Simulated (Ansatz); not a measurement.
Species: SO$_{2}$, charge 0, singlet. SO2 (SMILES O=S=O).
B3LYP-D3(BJ)/def2-TZVP minimum from Ansatz (a first-principles code):
```xyz
3

S     -0.0171     0.0041     0.3653
O      0.0256     1.2345    -0.3789
O      0.0086    -1.2427    -0.3517
```

Hartree-Fock and CCSD(T) correlation energies in hartree (Ansatz). Radicals and triplets start from unrestricted determinants; spin-orbit coupling is neglected. Cores are frozen in correlated methods. No relativity. The restricted determinant of O2S (O=S=O, singlet) is unstable towards broken spin symmetry in at least one set run.

| basis | X | E(HF) | E(corr, CCSD(T)) |
|---|---|---|---|
| cc-pV(T+d)Z | 3 | -547.30154 | -0.68517 |
| cc-pV(Q+d)Z | 4 | -547.31959 | -0.73592 |
| cc-pV(5+d)Z | 5 | -547.32435 | withheld |

Task: Fit E(corr) = E∞ + A/X³ to X = 3 and 4, predict X = 5, and compare with the run.

Result: A = (-0.68517 - (-0.73592))/(1/27 - 1/64) = 2.3702; E∞ = -0.73592 - A/64 = -0.77295; at X = 5, E∞ + A/125 = -0.75399. The run gave -0.75479, 0.80 mEh below the prediction. The same form on X = 4 and 5 gives E∞ = -0.77459, 1.63 mEh below the first estimate.
